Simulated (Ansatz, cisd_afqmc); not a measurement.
Eight cases of bond dissociation energy with Al to Br (electronic energies, kJ/mol), geometries: B3LYP-D3(BJ)/def2-TZVP. Functionals by Ansatz (a first-principles code) in def2-TZVPD; columns hold the difference against the high level (Ansatz, AFQMC by cisd_afqmc): A = CCSD(T)/CBS(cc-pV(Q+d)Z,cc-pV(5+d)Z) + [CCSDT(Q) - CCSD(T)]/cc-pV(D+d)Z + core + X2C; B = CCSD(T)/CBS(cc-pV(Q+d)Z,cc-pV(5+d)Z) + [CCSDT(Q) - CCSD(T)]/cc-pV(T+d)Z + core + X2C; C = CCSD(T)/CBS(cc-pV(T+d)Z,cc-pV(Q+d)Z) + [CCSDT(Q) - CCSD(T)]/cc-pV(D+d)Z + core + X2C; D = CCSD(T)/CBS(cc-pVQZ,cc-pV5Z) + [CCSDT(Q) - CCSD(T)]/cc-pVDZ; E = CCSD(T)/CBS(def2-TZVPP,def2-QZVPP) + [AFQMC/CISD - CCSD(T)]/def2-TZVPP. The cases were drawn at random from those of this class that have a high level and all functionals, leaving out states under which another spin lies or may lie. Left out are anions, K, Ca, elements past Kr, ionisation of Li, Na and Mg, pi-pi* triplets of linear molecules and other triplets made from a closed-shell parent. Runs that doubt their state, and full CI more than 15 mEh from coupled cluster, are set aside; a case stays where another high level and all functionals remain. AFQMC serves as high level only in triple zeta or larger, with a steady walk, a bar under 0.8 kcal/mol and agreement with other high levels or trials where they ran; where none ran, an unstable determinant or (outside 3d species) a high T1 diagnostic also bars it, so strongly correlated cases are thinned. No case was kept or dropped by the size of a functional's miss. Each difference is the functional minus the high level; affinities count positive where energy is released, gaps as the second state minus the first. Open shells are spin-unrestricted; no spin-orbit coupling. Correlated methods leave the cores frozen (noble-gas shells, and filled d and f shells in the p block). Rows without X2C or -DK are non-relativistic. AFQMC/CISD: phaseless, guided by CISD from CCSD amplitudes; bars are statistical, one sigma. Outlying blocks are dropped, and bars are widened where a walk drifts. Over all cases where full CI ran beside it in this data, AFQMC minus full CI had a median of +0.1 mEh and passed +0.4 mEh in a tenth of the cases. CBS(X,Y): correlation extrapolated as X^-3, Hartree-Fock from the larger set (Q,5: extrapolated as (X+1)exp(-9√X)). A bracket is a step between two methods taken in the basis named. The functionals are non-relativistic, so their misses hold any scalar relativity. Double hybrids freeze cores in their MP2 part. 'core' is core correlation in cc-pwCVTZ (1s frozen past Ne), 'X2C' scalar relativity in cc-pVTZ-DK, both at CCSD(T). Where a partner has so few electrons that a lower coupled-cluster level is exact, that level stands in. Spin-orbit terms, left out, reach several kcal/mol for Br and I, and more for heavier atoms.

| case | level | value |
|---|---|---|
| H4BPO2 (phosphanylboronic acid, SMILES OB(O)P) → H2BO2 (SMILES O[B]O, doublet) + PH2 (SMILES [PH2], doublet) | C | 373.6 |
| CH6Si (methylsilane, SMILES C[SiH3]) → CH5Si (SMILES [SiH2]C, doublet) + H (doublet) | A | 407.6 |
| BHCl2 (SMILES ClBCl) → BHCl (SMILES [BH]Cl, doublet) + Cl (doublet) | B | 523.1 |
| C2H5Cl (SMILES CCCl) → C2H5 (SMILES [CH2]C, doublet) + Cl (doublet) | C | 372.1 |
| CH2BrF (bromo(fluoro)methane, SMILES FCBr) → CH2F (SMILES [CH2]F, doublet) + Br (doublet) | D | 316.5 |
| SiH2Cl2 (dichlorosilane, SMILES Cl[SiH2]Cl) → SiH2Cl (SMILES [SiH2]Cl, doublet) + Cl (doublet) | A | 477.7 |
| GeHCl3 (trichlorogermane, SMILES [Cl][GeH]([Cl])[Cl]) → GeCl3 (SMILES [Ge]([Cl])([Cl])[Cl], doublet) + H (doublet) | E | 359.9 ± 1.5 |
| C2H3ClF2 (2-chloro-1,1-difluoroethane, SMILES FC(F)CCl) → CHF2 (SMILES F[CH]F, doublet) + CH2Cl (SMILES [CH2]Cl, doublet) | C | 407.0 |

Q: Predict the difference of PBE, B3LYP, B2PLYP for each case and sum up.

A: 
```json
[
 {"case": "H4BPO2 (phosphanylboronic acid, SMILES OB(O)P) → H2BO2 (SMILES O[B]O, doublet) + PH2 (SMILES [PH2], doublet)", "PBE": "-20.6", "B3LYP": "-31.7", "B2PLYP": "-19.4"},
 {"case": "CH6Si (methylsilane, SMILES C[SiH3]) → CH5Si (SMILES [SiH2]C, doublet) + H (doublet)", "PBE": "-25.7", "B3LYP": "-7.5", "B2PLYP": "-9.4"},
 {"case": "BHCl2 (SMILES ClBCl) → BHCl (SMILES [BH]Cl, doublet) + Cl (doublet)", "PBE": "-3.9", "B3LYP": "-26.8", "B2PLYP": "-16.5"},
 {"case": "C2H5Cl (SMILES CCCl) → C2H5 (SMILES [CH2]C, doublet) + Cl (doublet)", "PBE": "-0.6", "B3LYP": "-29.6", "B2PLYP": "-18.4"},
 {"case": "CH2BrF (bromo(fluoro)methane, SMILES FCBr) → CH2F (SMILES [CH2]F, doublet) + Br (doublet)", "PBE": "4.6", "B3LYP": "-24.2", "B2PLYP": "-16.5"},
 {"case": "SiH2Cl2 (dichlorosilane, SMILES Cl[SiH2]Cl) → SiH2Cl (SMILES [SiH2]Cl, doublet) + Cl (doublet)", "PBE": "-20.6", "B3LYP": "-35.9", "B2PLYP": "-22.7"},
 {"case": "GeHCl3 (trichlorogermane, SMILES [Cl][GeH]([Cl])[Cl]) → GeCl3 (SMILES [Ge]([Cl])([Cl])[Cl], doublet) + H (doublet)", "PBE": "-39.2", "B3LYP": "-25.6", "B2PLYP": "-19.0"},
 {"case": "C2H3ClF2 (2-chloro-1,1-difluoroethane, SMILES FC(F)CCl) → CHF2 (SMILES F[CH]F, doublet) + CH2Cl (SMILES [CH2]Cl, doublet)", "PBE": "-32.6", "B3LYP": "-42.9", "B2PLYP": "-25.5"}
]
```
PBE: mean -17.3, mean absolute 18.5, median absolute 20.6, largest -39.2; B3LYP: mean -28.0, mean absolute 28.0, median absolute 28.2, largest -42.9; B2PLYP: mean -18.4, mean absolute 18.4, median absolute 18.7, largest -25.5 kJ/mol. PBE lies above in 1 and below in 7 of the eight.
